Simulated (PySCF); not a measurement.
# How well do the runs reproduce experiment for sodium diatomic?

**Measured values to compare with.**

From NIST CCCBDB, for the gas: adiabatic first ionisation energy 4.89 eV.

The results are set against them at the end.

Sodium diatomic, Na2.
SMILES with atom numbers: `[Na:1][Na:2]`

Structure used (PBE0-D3(BJ)/def2-SVP), in Å, numbered top down from 1:
```xyz
2
Na2 angstrom
Na     1.5874   -0.0871    0.0087
Na    -1.5377   -0.0006   -0.0309
```

Runs made with PySCF (gas phase, on this PBE0-D3(BJ)/def2-SVP geometry; no spin–orbit coupling):

```
              level                                                                            job  basis functions  wall time
CAM-B3LYP/def2-SVPD  10 singlets by full TDDFT, 4 Tamm–Dancoff triplets, polarisability, ΔSCF ions               36      1.2 s
    B3LYP/def2-SVPD  10 singlets by full TDDFT, 4 Tamm–Dancoff triplets, polarisability, ΔSCF ions               36      0.9 s
BHandHLYP/def2-SVPD  10 singlets by full TDDFT, 4 Tamm–Dancoff triplets, polarisability, ΔSCF ions               36      0.6 s
  LC-wPBE/def2-SVPD  10 singlets by full TDDFT, 4 Tamm–Dancoff triplets, polarisability, ΔSCF ions               36      1.6 s
      LDA/def2-SVPD  10 singlets by full TDDFT, 4 Tamm–Dancoff triplets, polarisability, ΔSCF ions               36      0.6 s
      PBE/def2-SVPD  10 singlets by full TDDFT, 4 Tamm–Dancoff triplets, polarisability, ΔSCF ions               36      1.0 s
     PBE0/def2-SVPD  10 singlets by full TDDFT, 4 Tamm–Dancoff triplets, polarisability, ΔSCF ions               36      0.8 s
  wB97X-D/def2-SVPD  10 singlets by full TDDFT, 4 Tamm–Dancoff triplets, polarisability, ΔSCF ions               36      1.0 s
       HF/def2-SVPD        10 singlets by TDHF, 4 Tamm–Dancoff triplets, polarisability, ΔSCF ions               36      0.1 s
```

Hardware: one thread, x86-64 server, shared host.

## Comparison

**Adiabatic first ionisation energy.** Measured: 4.89 eV (NIST CCCBDB).

| level | computed (eV) | computed − measured (eV) |
| --- | --- | --- |
| ΔSCF CAM-B3LYP/def2-SVPD | 5.09 | +0.20 |
| ΔSCF B3LYP/def2-SVPD | 5.18 | +0.29 |
| ΔSCF BHandHLYP/def2-SVPD | 4.98 | +0.09 |
| ΔSCF LC-wPBE/def2-SVPD | 4.79 | -0.10 |
| ΔSCF LDA/def2-SVPD | 5.21 | +0.32 |
| ΔSCF PBE/def2-SVPD | 5.11 | +0.22 |
| ΔSCF PBE0/def2-SVPD | 4.99 | +0.10 |
| ΔSCF wB97X-D/def2-SVPD | 4.82 | -0.07 |
| −ε(HOMO) CAM-B3LYP/def2-SVPD | 4.34 | -0.55 |
| −ε(HOMO) B3LYP/def2-SVPD | 3.49 | -1.40 |
| −ε(HOMO) BHandHLYP/def2-SVPD | 3.95 | -0.94 |
| −ε(HOMO) HF/def2-SVPD | 4.45 | -0.44 |

Closest is ΔSCF wB97X-D/def2-SVPD (-0.07 eV), furthest ΔSCF LDA/def2-SVPD (+0.32 eV); one molecule doesn't rank methods. The computed energies are vertical, the measured one adiabatic: relaxation of the ion and zero-point energies lie between them and weren't computed. Orbital energies are listed beside them and aren't ranked.

No measured geometry was used, and the causes of the misses weren't examined.
